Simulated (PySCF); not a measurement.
Estimate the missing entries of this data sheet.

Compound: 5-methylthiazole, C4H5NS.
Bonds: C1–C2, C2–C3 (aromatic), C3–N4 (aromatic), N4–C5 (aromatic), C5–S6 (aromatic), C2–S6 (aromatic). Hydrogens: H7, H8, H9 on C1; H10 on C3; H11 on C5.

| property | level | value |
| --- | --- | --- |
| point group of the GFN2-xTB geometry | GFN2-xTB | ? |
| rotational constants A, B, C of the GFN2-xTB geometry | GFN2-xTB | 5.379, 3.231, 2.044 GHz |
| dipole moment | PBE0/pcSseg-1 | 2.01 D |
| HOMO energy | PBE0/pcSseg-1 | ? |
| LUMO energy | PBE0/pcSseg-1 | ? |
| 13C chemical shifts (computed TMS as zero) by class | GIAO PBE0/pcSseg-1 | ? |
| 1H chemical shifts (computed TMS as zero) by class | GIAO PBE0/pcSseg-1 | 8.20 (H11), 7.68 (H10), 2.66 (H7/H8/H9) ppm |
| isotropic shieldings of nuclei other than C and H, by class | GIAO PBE0/pcSseg-1 | -96 (N4), 218 (S6) ppm |

The electronic properties come from PySCF, for the isolated species, density fitting.

(1) What is the HOMO energy?

(2) The point group of the GFN2-xTB geometry?

(3) What are the 13C chemical shifts (computed TMS as zero) by class?

(4) Give the LUMO energy.

## Answers

(1) -7.09 eV.

(2) Cs.

(3) 155.7 (C5), 145.8 (C2), 144.1 (C3), 15.1 (C1) ppm.

(4) -0.72 eV.

The rotational constants make it an asymmetric top with κ = (2B − A − C)/(A − C) = -0.29, nearer the prolate limit (−1). With B = h/(8π²I), that is 505.379 GHz u Å² over I, the principal moments of inertia are 93.9, 156.4 and 247.2 u Å² (most abundant isotopes); the inertial defect Ic − Ia − Ib is -3.1 u Å² (zero for a rigid planar frame, negative otherwise). A dipole of 2.01 D is allowed in Cs, and pure rotational transitions are dipole-allowed. In atomic units the dipole is 0.79 e·bohr (1 au = 2.5417 D).
